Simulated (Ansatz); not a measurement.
Relaxation of H5NSi2 (8 atoms, charge 0, multiplicity 1), to a largest force component of 0.015 eV/Å in at most 40 steps.

These are results of RKS r2SCAN-D4/cc-pVDZ (Ansatz 0.2.0), not measurements.

```xyz
8
Properties=species:S:1:pos:R:3:forces:R:3
N -1.475 0.947 -1.574 -0.05 0.37 -0.33
Si -0.136 0.758 -0.690 -0.16 0.18 -0.23
Si 0.638 -0.703 0.919 -0.10 -0.37 0.25
H -2.286 0.348 -1.533 -0.36 -0.48 0.20
H 0.818 1.817 -1.025 0.53 0.39 -0.03
H 0.939 -0.024 2.190 0.13 0.41 0.38
H 1.859 -1.405 0.491 0.48 -0.13 -0.28
H -0.357 -1.738 1.222 -0.47 -0.36 0.04
```

Task: Where does it end, and by what steps?

Result: It converged. After 5 steps the energy has fallen by 0.122 eV; H4 moved furthest, 0.26 Å.

| step | energy less start (eV) | largest force component (eV/Å) | accepted |
| --- | --- | --- | --- |
| 0 | 0.0000 | 0.531 | yes |
| 1 | -0.0861 | 0.421 | yes |
| 2 | -0.1041 | 0.207 | yes |
| 3 | -0.1194 | 0.137 | yes |
| 4 | -0.1220 | 0.031 | yes |
| 5 | -0.1222 | 0.009 | yes |

```xyz
8
Properties=species:S:1:pos:R:3
N -1.497 0.929 -1.571
Si -0.101 0.828 -0.727
Si 0.603 -0.718 0.911
H -2.183 0.196 -1.354
H 0.896 1.897 -1.048
H 0.908 0.004 2.190
H 1.850 -1.410 0.450
H -0.476 -1.727 1.148
```

Run time: 22 s on 1 thread of Arm Neoverse V2, on a shared host, peak memory 0.13 GiB.
